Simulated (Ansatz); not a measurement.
Reaction (SMILES): [O]N=O → N atom + 2 O atom
B3LYP-D3(BJ)/def2-TZVP geometries, fixed; electronic energies without zero-point terms.
Largest species:
```xyz
3

N      0.0007    -0.0065     0.3208
O      0.0274     1.0999    -0.1182
O     -0.0281    -1.0942    -0.1625
```
Charge 0, spin multiplicity 2.

Effect of a fitting basis named in the input at HF/aug-cc-pVQZ with Ansatz (a program for electronic structure), against the last row, where the atomisation energy is 55.72 kcal/mol. Open shells are unrestricted. The default fits or decomposes integrals by the program's own choice; accuracy: high also tightens integrals, grids and stops.

```csv
setting,largest shift of a total energy (mEh),shift of the atomisation energy (kcal/mol)
fitting: def2-SV(P)-JKFIT,0.152,-0.092
fitting: def2-universal-JKFIT,0.152,-0.092
fitting: cc-pVTZ-JKFIT,0.154,-0.092
fitting: cc-pVQZ-JKFIT,0.014,-0.007
fitting: cc-pV5Z-JKFIT,0.002,0.002
accuracy: high,-0.005,0.001
accuracy: medium (default),0.000,0.000
```

Within 0.02 kcal/mol in the atomisation energy: fitting: cc-pVQZ-JKFIT; fitting: cc-pV5Z-JKFIT; accuracy: high. The largest shift is 0.154 mEh in a total energy and 0.092 kcal/mol in the difference.
